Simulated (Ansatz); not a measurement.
The same path of CH2Cl2 + H (6 atoms, charge 0, multiplicity 2) was run 3 times with different band settings. Lost on the way: H1–C2. Made: H1–H5.

All numbers below come from UKS PBE/6-31G* in Ansatz.

Relaxed end points:

```xyz
6
Properties=species:S:1:pos:R:3
H 0.160 0.553 -0.046
C -0.124 -0.451 0.296
Cl 1.082 -1.614 -0.337
Cl -1.792 -0.778 -0.267
H 0.790 2.808 -1.037
H -0.117 -0.518 1.391
```

```xyz
6
Properties=species:S:1:pos:R:3
H 0.492 1.737 -0.522
C -0.231 -0.826 0.366
Cl 1.011 -1.823 -0.282
Cl -1.841 -0.993 -0.213
H 0.686 2.425 -0.756
H -0.117 -0.520 1.408
```

Common settings: spring 5.0 eV/Å²; optimiser quadratic models (default); start path through a guess of the saddle point; iteration limit 60; end points relaxed.

| run | movable images | climbing image | force threshold |
| --- | --- | --- | --- |
| 1 | 5 | yes | 0.05 eV/Å |
| 2 | 1 | no | 0.05 eV/Å |
| 3 | 5 | yes | 0.2 eV/Å |

Question: What does each run give, and how far can it be trusted?

Answer: Run 1: converged after 9 iterations, highest image 0.204 eV above the first end. A vibrational analysis at the climbing image gives one clearly imaginary mode, 1154i cm⁻¹: a first-order saddle point.
Run 2: converged after 43 iterations, highest image 0.170 eV above the first end. No image climbed, so the highest image needn't sit at the top of the path. So few images can step over the top or miss a turn of the path.
Run 3: converged after 8 iterations, highest image 0.204 eV above the first end. The threshold of 0.2 eV/Å is loose, so the images may lie well off the minimum-energy path. Another band between the same ends (5 images) ends at a top of the same energy, where a vibrational analysis finds 1 clearly imaginary mode.
